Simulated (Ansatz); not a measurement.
`C#CSCC`, charge 0, multiplicity 1.

(1) Give a relaxed structure at PBE0-D4/def2-TZVP (the Gaussian-basis code of Ansatz). (Best estimate.)

Answers

(1) Ansatz gave: 
Cartesian coordinates in Å:
```
C -0.7493 -1.0415 2.3656
C -0.9534 -0.1856 1.5410
S -1.2704 1.0355 0.4410
C -0.4092 0.4001 -1.0302
C 1.0875 0.2797 -0.8578
H -0.5749 -1.7970 3.0945
H -0.8676 -0.5529 -1.2993
H -0.6692 1.1265 -1.8048
H 1.5344 1.2458 -0.6169
H 1.5433 -0.0927 -1.7793
H 1.3288 -0.4179 -0.0538
```
This is one stationary point; other conformers may exist.
